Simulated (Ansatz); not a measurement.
Reaction (SMILES): CCl (CH3-Cl) → CH3Cl+ (doublet, bonded as CCl) + e-
B3LYP-D3(BJ)/def2-TZVP geometries, fixed; electronic energies without zero-point terms.

Energies in hartree at PBE with Ansatz (a first-principles code); the adiabatic ionisation energy is their sum with the coefficients shown, times 27.2114 eV a hartree. All functions are spherical. Open shells are unrestricted. No added dispersion term, no relativity.

```json
[
 {"species": "CCl (CH3-Cl)", "coefficient": "-1", "part": "PBE", "cc-pV(D+d)Z": "-499.86264", "cc-pV(T+d)Z": "-499.89680", "cc-pV(Q+d)Z": "-499.90418"},
 {"species": "CH3Cl+ (doublet, bonded as CCl)", "coefficient": "+1", "part": "PBE", "cc-pV(D+d)Z": "-499.46089", "cc-pV(T+d)Z": "-499.49338", "cc-pV(Q+d)Z": "-499.50037"}
]
```

Task: Predict the adiabatic ionisation energy in cc-pV(5+d)Z (X = 5): let each PBE step shrink by the ratio of the last two. Compare with the run.

Result: 
- CCl (CH3-Cl): steps -0.03416 and -0.00738, ratio 0.216, so PBE -499.90577 (run: -499.90873).
- CH3Cl+ (doublet, bonded as CCl): steps -0.03249 and -0.00699, ratio 0.215, so PBE -499.50187 (run: -499.50484).
Predicted 10.991 eV; the run in cc-pV(5+d)Z gives 10.990, a miss of 0.000. Keeping the value in cc-pV(Q+d)Z, 10.988, would miss by -0.002. All sums are of the energies as printed.
